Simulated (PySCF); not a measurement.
1,3-butanediamine, C₄H₁₂N₂.
SMILES with atom numbers: `[CH3:1][C@H:2]([NH2:3])[CH2:4][CH2:5][NH2:6]` (hydrogens: H7, H8, H9 on C1; H10 on C2; H11, H12 on N3; H13, H14 on C4; H15, H16 on C5; H17, H18 on N6)

Computed geometry: GFN2-xTB, gas phase.

**Question.** What internal coordinates does the optimisation give?

**Answer.** 
| bond | length (bohr) |
| --- | --- |
| C1–C2 | 2.898 |
| C2–N3 | 2.754 |
| C2–C4 | 2.894 |
| C4–C5 | 2.884 |
| C5–N6 | 2.750 |
| C1–H7, C1–H8, C1–H9 | 2.056 |
| C2–H10 | 2.074 |
| N3–H11, N3–H12 | 1.918 |
| C4–H13 | 2.062 |
| C4–H14 | 2.064 |
| C5–H15 | 2.066 |
| C5–H16 | 2.087 |
| N6–H17, N6–H18 | 1.918 |

Bonds in one row agree within 0.02 bohr and their mean is given. A selection of angles:
| angle | degrees |
| --- | --- |
| C2–C1–H7 | 110.9 |
| C2–C1–H8 | 110.2 |
| H7–C1–H8 | 108.7 |
| H7–C1–H9 | 108.2 |
| C1–C2–N3 | 112.9 |
| C1–C2–C4 | 111.9 |
| C1–C2–H10 | 108.8 |
| N3–C2–C4 | 107.7 |
| N3–C2–H10 | 106.4 |
| C4–C2–H10 | 108.8 |
| C2–N3–H11 | 109.7 |
| H11–N3–H12 | 107.5 |
| C2–C4–C5 | 113.8 |
| C2–C4–H13 | 109.8 |
| C2–C4–H14 | 107.6 |
| C5–C4–H13 | 108.7 |
| C5–C4–H14 | 109.0 |
| H13–C4–H14 | 107.7 |
| C4–C5–N6 | 109.5 |
| C4–C5–H15 | 110.2 |
| C4–C5–H16 | 109.0 |
| N6–C5–H15 | 107.0 |
| N6–C5–H16 | 113.2 |
| H15–C5–H16 | 107.8 |
| C5–N6–H17 | 110.4 |
| H17–N6–H18 | 107.7 |

Dihedral angles: C1–C2–C4–C5 -70° (synclinal); C2–C4–C5–N6 -179° (antiperiplanar).

N3 (primary amine nitrogen) is pyramidal (angles 110.4°, 109.7° and 107.5°, sum 327.5°, 0.38 Å off the plane of its three neighbours). Of the pairs four or more bonds apart, H7···H15 is among the closest relative to their van der Waals radii: 2.29 Å, 95 % of the sum of Bondi's values. N6 (primary amine nitrogen) is pyramidal (angles 110.4°, 110.0° and 107.7°, sum 328.2°, 0.38 Å off the plane of its three neighbours).

Point group: C1 (no symmetry element, even within 0.4 Å). Not checked by GFN2-xTB frequencies. One conformer, not necessarily the lowest (C1–C2–N3–H -62° and 57°, C1–C2–C4–C5 -70°, C2–C4–C5–N6 -179°, C4–C5–N6–H 180° and 61°).
